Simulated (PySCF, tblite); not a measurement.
# C₄H₇FN radical: geometry, infrared bands and EPR parameters

Wanted: the infrared bands and EPR parameters of C₄H₇FN radical (`C=NCC[CH]F`), by calculation.

Programs: tblite 0.8.0 and PySCF 2.14.0, with density-fitted response routines of our own. Each step states its level of theory. These are calculated values for one molecule in the gas phase, unless marked as measured. Atoms are numbered from 0 throughout.

### Step 1. The starting structure

13 atoms, charge 0, multiplicity 2; geometry from: force field or distance geometry start.

Bonds of the start (Å): C0–N1 1.29, N1–C2 1.47, C2–C3 1.53, C3–C4 1.47, C4–F5 1.35, C0–H6 1.10, C0–H7 1.09, C2–H8 1.10, C2–H9 1.09, C3–H10 1.10, C3–H11 1.11, C4–H12 1.08.

### Step 2. Optimising the geometry with GFN2-xTB

The job: settings as JSON, then the geometry in Å.

```
{"job": {"kind": "relax", "xc": "GFN2-xTB", "basis": "xTB"}, "charge": 0, "multiplicity": 2}
C      2.258800     0.477800    -0.494400
N      1.137100     0.546700     0.145100
C      0.283300    -0.626800    -0.071000
C     -1.073300    -0.393600     0.607200
C     -1.858400     0.684800    -0.011000
F     -2.988400     0.447300    -0.717900
H      2.984100     1.301000    -0.406600
H      2.533000    -0.354900    -1.149300
H      0.127800    -0.796300    -1.147200
H      0.740200    -1.518700     0.356700
H     -0.922600    -0.161300     1.671800
H     -1.659600    -1.330500     0.574100
H     -1.566400     1.725000    -0.068500
```

Run with:

```sh
> OMP_NUM_THREADS=1 python probes_run.py task.json out
```

The driver reads the jobs from task.json and runs them one after another.

**Question.** This job is followed by: GFN2-xTB harmonic vibrations, gas phase; UKS B3LYP, pcH-1 on C F H N, non-relativistic, mean-field spin-orbit, GIAO. Predict these results of the whole session: strongest single infrared mode (GFN2-xTB); zero-point energy (GFN2-xTB); g(iso) (B3LYP); ⟨S²⟩; largest a(iso) (averaged by class); potential on the surface of density 0.002 e/bohr³, 1st and 99th percentile.

As calculated:

| quantity | value |
| --- | --- |
| strongest single infrared mode (GFN2-xTB) | 2868 cm⁻¹, 121 km/mol |
| zero-point energy (GFN2-xTB) | 63.2 kcal/mol |
| g(iso) (B3LYP) | 2.00378 |
| ⟨S²⟩ | 0.754 (exact 0.75) |
| largest a(iso) (averaged by class) | 19F on F5, 159.1 MHz |
| potential on the surface of density 0.002 e/bohr³, 1st and 99th percentile | -1.48 V and 0.92 V |

**Reading.** The optimisation took 98 steps and gained 0.256 eV; among the close pairs (by a distance rule), N1–C2 changed most, from 1.467 to 1.426 Å. All 33 modes are real, so the xTB geometry is a minimum. The strongest single mode, at 2868 cm⁻¹, moves mainly H7. Unscaled tight-binding wavenumbers are off by several per cent, some by more. Its intensities can rank the bands wrongly. C4 carries the largest spin population, 0.95 e. The isotropic g lies 1.5 ppt above the free-electron value. These values are for one conformer; the search (at its own cheap level) found 2 more, at 0.17, 0.53 kcal/mol, and measured spectra average over such forms.
